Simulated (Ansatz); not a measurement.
## GeMo: from a trial structure to a relaxed crystal

Theory: Ansatz 0.2.0, DFT PBE, scalar-relativistic, plane waves, PAW. Cutoff 420 eV, Γ-centred k mesh, Gaussian smearing, no spin polarisation in the final step.

GeMo was placed on the AuCd (B19) structure type (Pmma, No. 51), with Ge in place of Cd, Mo in place of Au, at a guessed volume.

```yaml
crystal:
  lattice:
    - [4.58580, 0.00000, 0.00000]
    - [0.00000, 3.03472, 0.00000]
    - [0.00000, 0.00000, 4.68214]
  atoms:
    - { symbol: Ge, position: [0.75000, 0.00000, 0.68700] }
    - { symbol: Ge, position: [0.25000, 0.00000, 0.31300] }
    - { symbol: Mo, position: [0.75000, 0.50000, 0.18800] }
    - { symbol: Mo, position: [0.25000, 0.50000, 0.81200] }
```

Steps on the 4×6×4 mesh (4 atoms). 10 of 10 steps are shown, and the free energy counts from the last. Trial steps that were taken back and renewals of the plane-wave basis can be among the rows.

| step | ΔF (meV/atom) | V (Å³/atom) | P (GPa) | largest force component (eV/Å) |
| --- | --- | --- | --- | --- |
| 1 | 107.3 | 16.29 | -8.50 | 0.582 |
| 2 | 49.8 | 14.99 | 5.54 | 0.510 |
| 3 | 18.0 | 15.35 | -0.04 | 0.271 |
| 4 | 11.1 | 15.37 | -0.68 | 0.337 |
| 5 | 13.9 | 15.28 | 0.93 | 0.369 |
| 6 | 4.4 | 15.35 | -0.75 | 0.032 |
| 7 | 1.2 | 15.26 | 0.02 | 0.006 |
| 8 | 1.7 | 15.19 | 0.84 | 0.105 |
| 9 | -0.3 | 15.25 | -0.04 | 0.002 |
| 10 | 0.0 | 15.25 | -0.03 | 0.002 |

A final relaxation ran on a 18×18×18 mesh. The relaxed crystal, Pm-3m (No. 221):

```
Ge Mo
1.0
     3.12617    0.00000    0.00000
     0.00000    3.12617    0.00000
     0.00000    0.00000    3.12617
Ge Mo
1 1
Direct
  0.50000 0.50000 0.50000
  0.00000 0.00000 0.00000
```

- Volume per atom: 15.28 Å³
- Density: 9.16 g/cm³
- Energy over the elements: 0.13 eV/atom
- Gap on the 18×18×18 mesh: 0 eV (a metal)

Formation energies are uncorrected and refer to the elements' standard structures at the same level.

The final run used a 18×18×18 mesh on its 2-atom cell and 0.10 eV smearing. For metals, differences of a few meV/atom aren't resolved.

Symmetry constrained the relaxation, so the result can be a saddle point.

Cost: 3 runs of about 2.3 core-minutes in all, on Arm Neoverse V1 (shared hosts).